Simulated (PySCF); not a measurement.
**CF₄: calculation against measurement**

Isolated CF₄, optimised in PySCF with density fitting and no spin–orbit coupling; def2 sets carry scalar-relativistic core potentials from Rb on. All levels below give a singlet of Td symmetry: PBE0/def2-TZVP C–F 1.318 Å (×4); B3LYP/def2-TZVP C–F 1.326 Å (×4); PBE/def2-TZVP C–F 1.337 Å (×4); B3LYP/def2-SVP C–F 1.323 Å (×4).

Counting electrons, carbon keeps none of its valence electrons outside its bonds, so the VSEPR class is AX4 and the expected shape is tetrahedral (Td), as computed.

Measured fundamentals (Shimanouchi, Tables of Molecular Vibrational Frequencies (1972), as compiled in the NIST Chemistry WebBook) beside computed harmonic wavenumbers, in cm⁻¹:

```tsv
mode as compiled	computed symmetry	measured	rating (A best; medium not stated)	PBE0/def2-TZVP	B3LYP/def2-TZVP	PBE/def2-TZVP	B3LYP/def2-SVP
a1 sym str	a1	909	B	925	900	867	917
e deg deform	e	435	B	436	428	412	436
f2 deg str	t2	1281	D	1296	1250	1199	1305
f2 deg deform	t2	632	B	634	622	599	630
```

Q: How close does each level come?

A: Mean absolute differences: PBE0/def2-TZVP 0.9 %, B3LYP/def2-TZVP 1.6 %, PBE/def2-TZVP 5.4 %, B3LYP/def2-SVP 0.8 %. The mean ratio of measured to computed values at B3LYP/def2-SVP is 0.993. Harmonic values should lie a little above fundamentals.

Q: The measured mean polarisability is 2.824 Å³ (NIST CCCBDB Release 22 (SRD 101), experimental polarizabilities). What do the calculations give?

A: PBE0/def2-TZVP 2.41 Å³, B3LYP/def2-TZVP 2.46 Å³, PBE/def2-TZVP 2.60 Å³, B3LYP/def2-SVP 1.82 Å³. Basis sets without diffuse functions underestimate polarisabilities.

Q: The tabulated gas-phase entropy at 298.15 K and 1 bar is 261.41 J/(mol K) (Chase, 1998, NIST Chemistry WebBook). What do rigid-rotor harmonic-oscillator sums give?

A: PBE0/def2-TZVP 261.2, B3LYP/def2-TZVP 262.0, PBE/def2-TZVP 263.3, B3LYP/def2-SVP 261.4 J/(mol K).

Q: ΔfH°(298 K) is -930 ± 20. kJ/mol (N/A, NIST Chemistry WebBook), and for the gaseous atoms C 716.9, F 79.3 kJ/mol (tabulated in the package mendeleev). Compare the atomisation enthalpy with the calculations.

A: From the tables it is 716.9 + 4 × 79.3 − (-930.0) = 1964 kJ/mol. To a computed De one adds −ZPE (-45.4), the atoms' spin–orbit lowering from NIST levels (-6.8) and the thermal terms (19.9), all taken at PBE0/def2-TZVP.
```json
{"level": "PBE0/def2-TZVP", "De (kJ/mol)": "2004", "ΔatH°(298 K)": "1972", "computed − tabulated": "7"}
{"level": "B3LYP/def2-TZVP", "De (kJ/mol)": "1961", "ΔatH°(298 K)": "1929", "computed − tabulated": "-35"}
{"level": "PBE/def2-TZVP", "De (kJ/mol)": "2112", "ΔatH°(298 K)": "2079", "computed − tabulated": "115"}
{"level": "B3LYP/def2-SVP", "De (kJ/mol)": "2040", "ΔatH°(298 K)": "2008", "computed − tabulated": "43"}
```
